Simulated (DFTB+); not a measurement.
**DFTB2 run of C4H5NO (SMILES N#CCC1CO1)**

We compute a geometry optimisation of C4H5NO. 

The results are computed with DFTB+ 25.1.

9 further runs of the same task are left out: 9 set aside as unsound or not needed.

## (1) Starting point

C4H5NO has 11 atoms, charge 0, and is taken as a singlet. As SMILES, `N#CCC1CO1`. Geometry: relaxed at PBE0-D4/def2-TZVP. This is one conformer, not always the lowest. The run starts from this shape.

Bond lengths: N1–C2 1.149 Å, C2–C3 1.455 Å, C3–C4 1.508 Å, C4–C5 1.457 Å, C4–O6 1.411 Å, C5–O6 1.419 Å, C3–H7 1.095 Å, C3–H8 1.093 Å, C4–H9 1.088 Å, C5–H10 1.086 Å, C5–H11 1.088 Å. Some angles: N1–C2–C3 179.1°, C2–C3–C4 112.3°, C3–C4–C5 120.5°, C3–C4–O6 116.3°, C5–C4–O6 59.3°, C4–C5–O6 58.7°, C4–O6–C5 62.0°, C2–C3–H7 108.3°, C2–C3–H8 108.9°, C4–C3–H7 109.9°.

## (2) A geometry optimisation at DFTB2

start.gen reads:

```
11 C
N C O H
   1  1     -2.871700      0.561800      1.253900
   2  2     -1.738400      0.457400      1.096400
   3  2     -0.304000      0.340900      0.879800
   4  2      0.041300      0.147500     -0.575600
   5  2      1.237800     -0.590000     -0.959800
   6  3     -0.052100     -1.170500     -1.069500
   7  4      0.176200      1.248800      1.258400
   8  4      0.074900     -0.504000      1.460800
   9  4     -0.342200      0.911500     -1.249000
  10  4      1.729800     -0.362200     -1.901300
  11  4      1.873800     -1.014300     -0.186100
```

dftb_in.hsd reads:

```
Geometry = GenFormat {
  <<< "start.gen"
}

Driver = GeometryOptimisation {
  Optimiser = Rational {}
  MaxSteps = 300
  Convergence = {
    GradElem = 1e-05
  }
  AppendGeometries = Yes
}

Hamiltonian = DFTB {
  SCC = Yes
  SlaterKosterFiles = Type2FileNames {
    Prefix = "slakos/"
    Separator = ""
    Suffix = ".spl"
    LowerCaseTypeName = Yes
  }
  MaxAngularMomentum = {
    N = "p"
    C = "p"
    O = "p"
    H = "s"
  }
  SCCTolerance = 1e-09
  Filling = Fermi {
    Temperature [K] = 300
  }
}

Analysis = {
  PrintForces = Yes
}

Options = {
  WriteResultsTag = Yes
}

InputVersion = 25.1
```

Launch:

```sh
$ dftb+ > output.log
```

Q: Predict the results. Wanted: total energy at the end; dipole moment; HOMO energy; LUMO energy; HOMO–LUMO gap.

Computed results:

At DFTB2:

```
               quantity         value
total energy at the end  -14.37820 Eh
          dipole moment        3.69 D
            HOMO energy      -6.36 eV
            LUMO energy       0.59 eV
          HOMO–LUMO gap       6.95 eV
```

At the final geometry: Bond lengths: N1–C2 1.145 Å, C2–C3 1.462 Å, C3–C4 1.513 Å, C4–C5 1.479 Å, C4–O6 1.456 Å, C5–O6 1.451 Å, C3–H7 1.109 Å, C3–H8 1.105 Å, C4–H9 1.111 Å, C5–H10 1.105 Å, C5–H11 1.106 Å. Some angles: N1–C2–C3 179.3°, C2–C3–C4 111.6°, C3–C4–C5 120.1°, C3–C4–O6 116.0°, C5–C4–O6 59.2°, C4–C5–O6 59.6°, C4–O6–C5 61.1°, C2–C3–H7 108.4°, C2–C3–H8 109.1°, C4–C3–H7 110.2°. The dipole comes from point charges on the atoms alone, without atomic dipoles, so it is partial. The optimisation took 92 steps and changed the energy by -0.086 eV. Mulliken charges run from -0.30 on O6 to +0.11 on C4.
